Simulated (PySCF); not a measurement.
All values below come from PBE-D3(BJ)/def2-TZVP // PBE0-D4/def2-SVP (PySCF). All species are isolated molecules in the gas phase. 

Reference species (SMILES): `N` (neutral, multiplicity 1).

```
Quantity    Result
--------  --------
HOMO      -6.07 eV
```

Changed species: `CSC` (free base S(CH3)2; the reference has free base NH3).

Problem. What does the change do to the HOMO?

Solution. the HOMO increases by 1.05 eV, to -5.02 eV.
